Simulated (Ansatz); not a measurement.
# O2F (SMILES [O]OF) at UCCSDT(Q)/STO-3G

Aim: the energy change on altering one bond length of O2F at UCCSDT(Q)/STO-3G, from 2 runs. 

Program for the calculation: Ansatz 0.2.0.

38 further runs of the same task are left out: 11 that didn't finish, 27 set aside as unsound or not needed.

## Step 1: The molecule

O2F has 3 atoms, charge 0, and is taken as a doublet. As SMILES, `[O]OF`. Geometry: relaxed at PBE0-D4/def2-TZVP.

Bond lengths: O1–O2 1.181 Å. A long bond or contact: O2–F3 1.573 Å.

## Step 2: The energy at UCCSDT(Q)/STO-3G

job.yaml reads:

```yaml
crystal:
  periodic: [false, false, false]
  atoms:
    - {symbol: O, position_ang: [0.933400, -0.295440, 0.482240]}
    - {symbol: O, position_ang: [0.133270, 0.497870, 0.127930]}
    - {symbol: F, position_ang: [-1.066650, -0.202430, -0.610160]}
basis:
  gaussian:
    orbitals: STO-3G
magnetization:
  spin_polarized: true
  initial_magnetization: 1
correlation:
  method: ccsdt_q
  frozen_orbitals: {F: 1, O: 1}
accuracy: high
scf:
  omitted_lower_state_checks: [cluster_reference, increment]
```

The run is started by

```
ansatz run job.yaml --threads 1 --pin off --max-ram 3480MiB --events-out events.jsonl --progress --plain --runs-dir runs
```

Standard output, shortened:

```text
Warning: RAYON_NUM_THREADS=1 ignored (pool sized by the plan → 1); use --threads N
Functional definition: HF
  name "HF"
[...]
250 factors; integrals over basis functions are off by at most 5.0e-8 eV
[...]
mean field -6682.75741885 eV, -245.5868054070 hartree, gradient 4.3e-8 eV, S^2 1.396081; 15 other end points of the search recorded, 0 dependent functions left out
3 core orbitals not correlated: weight in the atoms' cores, before any rotation towards them, 1.000 or more for the frozen orbitals, at most 0.000 for the correlated occupied ones
reference -6682.75741885 eV, -245.5868054070 hartree; 10, 9 occupied and 2, 3 virtual orbitals, 250 factors
second order -1.92013804 eV of doubles, -0.00000000 eV of singles
cycle   1  -2.27593764 eV  change   -3.6e-1 eV  update   8.3e-2
[...]
cycle  51  -3.60622065 eV  change    2.0e-9 eV  update  9.9e-10
perturbative correction -0.01210309 eV, -0.0004447804 hartree
Total energy: -6686.37574259 eV, -245.7197763520 hartree
Checks for a lower state left out: cluster_reference, increment
```

Run time: 1.4 s. Hardware: 1 thread of Arm Neoverse V1, shared host; peak memory 0.098 GiB.

## Step 3: The distorted shape, same level

input.yaml reads:

```yaml
crystal:
  periodic: [false, false, false]
  atoms:
    - {symbol: O, position_ang: [1.133418, -0.493753, 0.570811]}
    - {symbol: O, position_ang: [0.133270, 0.497870, 0.127930]}
    - {symbol: F, position_ang: [-1.066650, -0.202430, -0.610160]}
basis:
  gaussian: {orbitals: STO-3G}
magnetization: {spin_polarized: true, initial_magnetization: 1}
correlation: {method: ccsdt_q, frozen_orbitals: {F: 1, O: 1}}
accuracy: high
scf: {omitted_lower_state_checks: [cluster_reference, increment]}
```

The run is started by

```
ansatz run input.yaml --threads 1 --pin off --max-ram 3480MiB --events-out events.jsonl --progress --plain --runs-dir runs
```

Standard output, shortened:

```text
Warning: RAYON_NUM_THREADS=1 ignored (pool sized by the plan → 1); use --threads N
[... 2 set-up lines as earlier in the session ...]
[...]
250 factors; integrals over basis functions are off by at most 4.5e-8 eV
[...]
mean field -6682.99528694 eV, -245.5955468982 hartree, gradient 3.1e-8 eV, S^2 1.548676; 12 other end points of the search recorded, 0 dependent functions left out
3 core orbitals not correlated: weight in the atoms' cores, before any rotation towards them, 1.000 or more for the frozen orbitals, at most 0.000 for the correlated occupied ones
reference -6682.99528694 eV, -245.5955468982 hartree; 10, 9 occupied and 2, 3 virtual orbitals, 250 factors
second order -1.22291850 eV of doubles, -0.00000000 eV of singles
cycle   1  -1.65058155 eV  change   -4.3e-1 eV  update   9.2e-2
[...]
cycle  57  -3.76902050 eV  change  -6.9e-11 eV  update  7.9e-10
perturbative correction -0.02438869 eV, -0.0008962679 hartree
Total energy: -6686.78869613 eV, -245.7349521146 hartree
Checks for a lower state left out: cluster_reference, increment
```

Run time: 1.4 s. Hardware: 1 thread of Arm Neoverse V1, shared host; peak memory 0.098 GiB.

## Step 4: What came out

At UCCSDT(Q)/STO-3G, 3 core orbitals frozen:

| quantity | value |
| --- | --- |
| first shape: total energy | -245.71978 Eh |
| first shape: correlation energy (3 core orbitals frozen) | -133.0 mEh |
| first shape: ⟨S²⟩ of the reference determinant | 1.396 |
| first shape: T1 diagnostic | 0.069 |
| distorted shape: total energy | -245.73495 Eh |
| distorted shape: correlation energy (3 core orbitals frozen) | -139.4 mEh |
| distorted shape: ⟨S²⟩ of the reference determinant | 1.549 |
| distorted shape: T1 diagnostic | 0.087 |
| energy change with the O1–O2 bond stretched from 1.181 to 1.476 Å | -0.413 eV |

**Reading.** With the O1–O2 bond stretched from 1.181 to 1.476 Å the energy falls by 0.41 eV (39.8 kJ/mol). The first shape isn't relaxed at this level, so the change isn't measured from a minimum. The minimal basis adds a large error of its own. ⟨S²⟩ (first shape) is 1.40 where a pure doublet has 0.75: the reference is spin-contaminated. The T1 diagnostic (first shape) of 0.069 is above the customary mark for such species, so a single reference may not serve. ⟨S²⟩ (distorted shape) is 1.55 where a pure doublet has 0.75: the reference is spin-contaminated. The T1 diagnostic (distorted shape) of 0.087 is above the customary mark for such species, so a single reference may not serve.
